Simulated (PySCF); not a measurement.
Ligands exchanged one at a time, Al F-SH. Isolated molecules, 0 K electronic values unless said otherwise. One relaxed conformer stands for each flexible species; it need not be the lowest. Strings in code marks are SMILES.

The numbers are results of PBE-D3(BJ)/def2-TZVP (PySCF), not measurements. Excitations are Tamm–Dancoff values on a coarser integration grid. The basis has no diffuse functions, so Rydberg states are missing or too high.

| species | S1 oscillator strength | HOMO (eV) | T1 excitation (TDA) (eV) | LUMO (eV) | brightest of the four lowest singlets (TDA) (eV) |
|---|---|---|---|---|---|
| 0 of 3 F replaced by SH (`[Al]([F])([F])[F]`) | 0.000 | -9.61 | 6.98 | -2.50 | 7.92 |
| 1 of 3 F replaced by SH (`[F][Al]([F])[SH]` (F–Al–S–H torsion 180°)) | 0.040 | -7.11 | 4.81 | -2.05 | 7.33 |
| 2 of 3 F replaced by SH | 0.000 | -6.69 | 4.79 | -1.72 | 5.56 |
| 3 of 3 F replaced by SH | 0.000 | -6.51 | 4.79 | -1.56 | – |
